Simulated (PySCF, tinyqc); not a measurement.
Worked calculation: CISD on RHF in the sto-3g basis, frozen core, for BH, spin multiplicity 1. The lowest restricted solution is unstable here: a spin-polarised one lies 0.0054 hartree lower (PySCF). One step of it, computed by the program tinyqc.

Question. Orthogonalisation. S = U s U^T; symmetric (Loewdin) form X = U s^(-1/2) U^T, so that X^T S X = 1.

overlap S:
```
           1B 1s     1B 2s    1B 2px    1B 2py    1B 2pz     2H 1s
1B 1s   1.000000  0.269328  0.000000  0.000000  0.000000  0.025032
1B 2s   0.269328  1.000000  0.000000  0.000000  0.000000  0.278667
1B 2px  0.000000  0.000000  1.000000  0.000000  0.000000  0.000000
1B 2py  0.000000  0.000000  0.000000  1.000000  0.000000  0.000000
1B 2pz  0.000000  0.000000  0.000000  0.000000  1.000000  0.327089
2H 1s   0.025032  0.278667  0.000000  0.000000  0.327089  1.000000
```

Give: eigenvalues of S; X.

Answer.

eigenvalues of S: 0.538  0.803  1.000  1.000  1.177  1.482

X:
```
         1B 1s   1B 2s  1B 2px  1B 2py  1B 2pz   2H 1s
1B 1s    1.030  -0.146   0.000   0.000  -0.006   0.020
1B 2s   -0.146   1.065   0.000   0.000   0.041  -0.163
1B 2px   0.000   0.000   1.000   0.000   0.000   0.000
1B 2py   0.000   0.000   0.000   1.000   0.000   0.000
1B 2pz  -0.006   0.041   0.000   0.000   1.047  -0.186
2H 1s    0.020  -0.163   0.000   0.000  -0.186   1.081
```
